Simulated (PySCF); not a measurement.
# O3: magnetic properties

One table from this session's results is given with a row withheld; the runs are named, their logs left out.

Computed with PySCF 2.14.0 and routines of our own; the level stands in each step. Atoms count from 0.

## The starting structure

3 atoms, charge 0, multiplicity 1; geometry from: GFN2-xTB.

Set-up of the first run:

The job: settings as JSON, then the geometry in Å.

```
{"job": {"xc": "PBE0", "basis": "def2-SVP", "d3": "d3bj", "grid": 1, "kind": "geom"}, "charge": 0, "multiplicity": 1}
O     -1.061909    -0.239024    -0.002591
O     -0.008937     0.408729    -0.010966
O      1.082327    -0.172243     0.001003
```

Command:

```bash
OMP_NUM_THREADS=1 python excited_run.py task.json out
```

This one command runs all jobs of the session in turn.

Among the steps run: Relaxing the molecule at PBE0-D3(BJ)/def2-SVP; Magnetic properties: GIAO B97-2/aug-pcSseg-2; Magnetic properties: GIAO BHandHLYP/aug-pcSseg-2; Magnetic properties: GIAO HSE06/aug-pcSseg-2; Magnetic properties: GIAO CAM-B3LYP/aug-pcSseg-2; Magnetic properties: GIAO wB97X/aug-pcSseg-2; Magnetic properties: GIAO wB97X-D/aug-pcSseg-2.

One of the session's tables, all rows but one given; the rest of the session is left out.

```
                      level  gap (eV)
    GIAO B97-2/aug-pcSseg-2      4.43
GIAO BHandHLYP/aug-pcSseg-2         ?
    GIAO HSE06/aug-pcSseg-2      4.05
GIAO CAM-B3LYP/aug-pcSseg-2      7.64
    GIAO wB97X/aug-pcSseg-2      9.80
  GIAO wB97X-D/aug-pcSseg-2      8.73
```

Q: Estimate the row for GIAO BHandHLYP/aug-pcSseg-2 from the others.

The run gave: gap (eV): 7.86. In the column «gap (eV)» it lies between GIAO CAM-B3LYP/aug-pcSseg-2 (7.64) and GIAO wB97X-D/aug-pcSseg-2 (8.73).

Caveats from the session: Vibrational averaging and real surroundings are missing from these values.
